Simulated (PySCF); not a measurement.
# SiH3O− (SMILES [O-][SiH3]) at CCSDTQ/STO-3G

What is the energy change on altering one bond length of SiH3O− at CCSDTQ/STO-3G? Input form: a Python script.

The calculation is run with PySCF 2.14.0.

11 further runs of the same task are left out: 2 that didn't finish, 9 set aside as unsound or not needed.

## Step 1: The structure to begin with

SiH3O− has 5 atoms, charge -1, and is taken as a singlet. As SMILES, `[O-][SiH3]`. The coordinates come from a GFN2-xTB relaxation.

Bond lengths: O1–Si2 1.535 Å, Si2–H3 1.516 Å, Si2–H4 1.516 Å, Si2–H5 1.516 Å. Angles: O1–Si2–H3 116.1°, O1–Si2–H4 116.1°, O1–Si2–H5 116.1°, H3–Si2–H4 102.1°, H3–Si2–H5 102.1°, H4–Si2–H5 102.1°.

## Step 2: A single-point energy at CCSDTQ/STO-3G

The input, run.py:

```python
from pyscf import gto, cc

mol = gto.Mole()
mol.atom = '''
O   -1.444170   0.271390   0.700100
Si  -0.082700   0.015600   0.039800
H   -0.104440  -0.247420  -1.452600
H    0.697830  -1.174610   0.561420
H    0.933480   1.135040   0.151280
'''
mol.verbose = 3
mol.max_memory = 1860
mol.charge = -1
mol.basis = 'sto-3g'
mol.build()

mf = mol.RHF()
mf.conv_tol = 1e-10
mf.kernel()
if not mf.converged:
    mf = mf.newton().run(mf.mo_coeff, mf.mo_occ)

mycc = cc.CCSDTQ(mf, frozen=6)
mycc.kernel()
e_tot = mycc.e_tot
print('Final energy', e_tot)
```

Launch:

```console
$ OMP_NUM_THREADS=1 python run.py
```

The log of the run:

```text
converged SCF energy = -360.930929590584
_make_eris_incore_RCCSDTQ
RCCSDTQ converged
E(RCCSDTQ) = -361.0380054427894   E_corr = -0.107075852205938
E_corr(same-spin) = -0.0153625056794294
E_corr(oppo-spin) = -0.0917133465265086
Final energy -361.0380054427894
```

Run time: 6.9 s. Hardware: 1 thread of Arm Neoverse V1, shared host; peak memory 0.13 GiB.

## Step 3: The distorted shape

The input, start.xyz:

```xyz
5
H3OSi
O     -2.257138    -0.624189     0.610913
Si    -0.895668    -0.879979    -0.049387
H     -0.917408    -1.142999    -1.541787
H     -0.115138    -2.070189     0.472233
H      0.933480     1.135040     0.151280
```

The input, input.py:

```python
from pyscf import gto, cc

system = gto.M(
    atom='start.xyz',
    spin=0,
    verbose=4,
    max_memory=1860,
    basis='sto-3g',
    charge=-1,
)

myscf = system.RHF()
myscf.conv_tol = 1e-10
myscf.kernel()
if not myscf.converged:
    myscf = myscf.newton().run(myscf.mo_coeff, myscf.mo_occ)

mycc = cc.CCSDTQ(myscf, frozen=6)
mycc.kernel()
e_tot = mycc.e_tot
print('E(%s) = %.9f' % ('CCSDTQ', e_tot))
```

Launch:

```console
$ OMP_NUM_THREADS=1 python input.py
```

The log of the run:

```text
PySCF version 2.14.0

[... 63 lines left out ...]
converged SCF energy = -360.753833669427
[... 22 lines left out ...]
Init t2, MP2 energy = -360.884591665741  E_corr(MP2) -0.130757996314
[... 23 lines left out ...]
RCCSDTQ converged
[... 3 lines left out ...]
E(CCSDTQ) = -360.921263003
```

Run time: 9.3 s. Hardware: 1 thread of Arm Neoverse V1, shared host; peak memory 0.13 GiB.

## Step 4: Outcome

At CCSDTQ/STO-3G, 6 core orbitals frozen:

```
                                                              quantity          value
                                             first shape: total energy  -361.03801 Eh
                      first shape: HOMO energy (Hartree–Fock orbitals)        2.51 eV
                      first shape: LUMO energy (Hartree–Fock orbitals)       22.02 eV
    first shape: HOMO–LUMO gap (to an unbound level, set by the basis)       19.51 eV
              first shape: correlation energy (6 core orbitals frozen)     -107.1 mEh
                                            first shape: T1 diagnostic          0.019
                                         distorted shape: total energy  -360.92126 Eh
                  distorted shape: HOMO energy (Hartree–Fock orbitals)        3.37 eV
                  distorted shape: LUMO energy (Hartree–Fock orbitals)       12.33 eV
distorted shape: HOMO–LUMO gap (to an unbound level, set by the basis)        8.96 eV
          distorted shape: correlation energy (6 core orbitals frozen)     -167.4 mEh
                                        distorted shape: T1 diagnostic          0.051
    energy change with the Si2–H5 bond stretched from 1.516 to 2.729 Å       3.177 eV
```

With the Si2–H5 bond stretched from 1.516 to 2.729 Å the energy rises by 3.18 eV (307 kJ/mol). The first shape isn't relaxed at this level, so the change isn't measured from a minimum. The minimal basis adds a large error of its own. Mulliken charges (first shape) of the mean-field density run from -0.76 on O1 to +0.72 on Si2; they depend strongly on the basis. The HOMO (first shape) lies at positive energy, 2.51 eV: the electron is unbound at this level or held by a compact basis; values depend on the basis. The HOMO (distorted shape) lies at positive energy, 3.37 eV: the electron is unbound at this level or held by a compact basis; values depend on the basis.
